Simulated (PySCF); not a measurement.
Which level of theory gave which numbers?

Compound: 1-chlorobicyclo[1.1.1.]pentane, C5H7Cl.
InChI=1S/C5H7Cl/c6-5-1-4(2-5)3-5/h4H,1-3H2

The closed-shell ground state was solved 3 times with PySCF (density fitting, gas phase), always in the pcSseg-2 basis (321 functions), with these functionals: B97-2, KT3 and wB97X-D. Isolated species at its PBE0-D3(BJ)/def2-TZVP geometry, gas phase.

| row | total energy (Eh) | HOMO (eV) | LUMO (eV) | dipole (D) |
| --- | --- | --- | --- | --- |
| P | -661.2751 | -6.94 | -0.24 | 2.23 |
| Q | -654.8977 | -10.06 | 2.29 | 2.31 |
| R | -654.9306 | -7.92 | 0.67 | 2.29 |

Question: Which functional belongs to which row?

Answer: P = KT3, Q = wB97X-D, R = B97-2. By rising HOMO–LUMO gap: KT3 (GGA) 6.70 eV; B97-2 (global hybrid, 21 % exact exchange) 8.59 eV; wB97X-D (range-separated hybrid) 12.35 eV. Total energies of different functionals aren't bounds to one another; each is stationary for its own functional.

The pairwise dispersion term of wB97X-D wasn't added to the energies; at a given geometry it leaves orbitals and properties as they are.
